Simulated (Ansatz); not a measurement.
## Worked example: correlation energy of CHAlN, doublet

Geometry: displaced at random from a stationary point.

```yaml
atoms:
  - { symbol: Al, position_ang: [0.0597, 0.1111, 1.0031] }
  - { symbol: C, position_ang: [-0.1052, 0.4996, -1.1121] }
  - { symbol: N, position_ang: [-0.0286, -0.7151, -0.8332] }
  - { symbol: H, position_ang: [0.0545, 1.0088, -2.0204] }
```

Basis cc-pVDZ; Ansatz 0.2.0. Only valence electrons are correlated (noble-gas cores frozen), which leaves 13 electrons in 44 orbitals. Prefix R: restricted or restricted open-shell reference; prefix U: unrestricted.

Full CI isn't at hand for all of this; UCCSDT(Q) serves as the reference, and is uncertain by about the last step of the cluster series.

Runs differ by some tens of microhartree through their thresholds and, for an open shell, their frozen cores, so steps under 0.03 kcal/mol mean nothing.

| level | total energy (hartree) |
| --- | --- |
| UHF | -334.760544 |
| UMP2 | -335.082545 |
| UCCSD | -335.108922 |
| UCCSD(T) | -335.124010 |
| UCCSDT | -335.124778 |
| UCCSDT(Q) | -335.126499 |

Question: What is the correlation energy at UCCSDT(Q), and what share of it do UMP2 and UCCSD(T) recover?

Answer: E(corr) = -335.126499 − (-334.760544) = -0.365955 hartree = -9.958 eV. UMP2: -0.322001 / -0.365955 = 87.99 %. UCCSD(T): -0.363466 / -0.365955 = 99.32 %.

Question: By how many kcal/mol does UCCSD(T) miss UCCSDT(Q) (1 hartree = 627.509 kcal/mol), and which steps make up the rest?

Answer: -335.124010 − (-335.126499) = 0.002489 hartree = 1.56 kcal/mol. Steps: UCCSDT − UCCSD(T) = -0.48, UCCSDT(Q) − UCCSDT = -1.08 kcal/mol. Differences between like states or geometries often cancel part of this.
